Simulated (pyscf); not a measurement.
Optimised with ωB97X-D3(BJ)/def2-SVP in PySCF.

Q: PBE/def2-TZVP puts the barrier of `[OH][Si]([Cl])([Cl])[Cl]` + `[FH]` → `[OH2]` + `[F][Si]([Cl])([Cl])[Cl]` (four-centre exchange; singlet surface; O–Si, F–H broken, H–O, F–Si formed) at 15.9 kcal/mol and the reaction energy at -8.4 kcal/mol, from the separated reactants. What do r²SCAN/def2-TZVP, B3LYP-D3(BJ)/def2-TZVP, ωB97M-D3(BJ)/def2-TZVP give on the same structures?

A: r²SCAN: ΔE‡ = 16.5 kcal/mol, ΔE = -8.4 kcal/mol; B3LYP-D3(BJ): ΔE‡ = 19.8 kcal/mol, ΔE = -7.9 kcal/mol; ωB97M-D3(BJ): ΔE‡ = 19.0 kcal/mol, ΔE = -7.8 kcal/mol. PBE's barrier lies under all of them, by 0.6 to 3.9 kcal/mol. Its reaction energy matches one of them and lies within 0.6 kcal/mol of the others. On the reactant side the descent ends in a complex, 5.0 kcal/mol under the separated species and 24.3 kcal/mol under the saddle at ωB97X-D3(BJ)/def2-TZVP. This is the saddle that the search found; another between the same sides may lie lower.
